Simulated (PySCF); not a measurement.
Compound: sulfuryl chloride, Cl2O2S.
Numbering: `[O:1]=[S:2](=[O:3])([Cl:4])[Cl:5]`

Cartesian coordinates in Å at the PBE0-D3(BJ)/def2-SVP level; atoms count from 1:
```
atom  x, y, z in Å
O1     1.1619   -0.1148   -1.1211
S2     0.2848   -0.0812    0.0155
O3     0.6710   -0.5201    1.3267
Cl4   -0.4551    1.8259    0.1862
Cl5   -1.4446   -1.0669   -0.4917
```

The closed-shell ground state was solved at several levels (PySCF, density fitting, gas phase, non-relativistic).

```tsv
level	basis functions	total energy (Eh)	HOMO (eV)	LUMO (eV)	gap (eV)	dipole (D)
CAM-B3LYP/def2-SVPD	127	-1468.4440	-11.49	-2.65	8.84	1.78
wB97X-D/pcSseg-2	201	-1469.0778	-11.93	-1.73	10.20	1.76
```

Task: What might PBE0/pcSseg-1 (106 basis functions) give for the same quantities?

Result: Total energy -1468.2990 Eh, HOMO -10.03 eV, LUMO -3.58 eV, gap 6.45 eV, dipole 1.49 D.

Task: Over all these levels, which gives the widest orbital gap and which the narrowest?

Result: wB97X-D/pcSseg-2 (range-separated hybrid) has the widest, 10.20 eV, and PBE0/pcSseg-1 (global hybrid, 25 % exact exchange) the narrowest, 6.45 eV. Functional and basis both differ between the two, so the spread mixes both effects.

Task: How far do the dipole and the HOMO energy spread over the levels?

Result: The dipole runs from 1.49 to 1.78 D (mean 1.68 D) and the HOMO from -11.93 to -10.03 eV.

The pairwise dispersion term of wB97X-D wasn't added to the energies; at a given geometry it leaves orbitals and properties as they are.
